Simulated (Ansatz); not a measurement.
Geometry optimisation, RHF/cc-pVDZ in Ansatz 0.2.0.

Input:

```yaml
crystal:
  periodic: [false, false, false]
  atoms:
    - { symbol: B, position_ang: [0.340033, 0.0, 0.04156] }
    - { symbol: Cl, position_ang: [0.744694, 0.0, 1.813393] }
    - { symbol: H, position_ang: [1.262481, 0.0, -0.707289] }
    - { symbol: H, position_ang: [-0.810908, 0.0, -0.260664] }
basis:
  gaussian: { orbitals: cc-pVDZ }
hamiltonian:
  xc: hf
relax:
  f_tol: 0.03
  max_steps: 50
output:
  orbitals: {}
```

Run as:

```bash
$ ansatz run input.yaml --threads 1 --pin off --max-ram 2048MiB --backend cpu --events-out ev --progress --plain --runs-dir out
```

Where does it end, and by what steps?

It converged. After 3 steps the energy has fallen by 0.035 eV; Cl2 moved furthest, 0.03 Å.

```tsv
step	energy less start (eV)	largest force component (eV/Å)	accepted
0	0.0000	1.187	yes
1	-0.0252	0.692	yes
2	-0.0348	0.072	yes
3	-0.0349	0.003	yes
```

```xyz
4
Properties=species:S:1:pos:R:3
B 0.349 0.000 0.066
Cl 0.731 0.000 1.786
H 1.253 0.000 -0.710
H -0.797 0.000 -0.255
```

Run time: 1.7 s on 1 thread of Arm Neoverse V2, with other jobs on the host, peak memory 0.09 GiB.
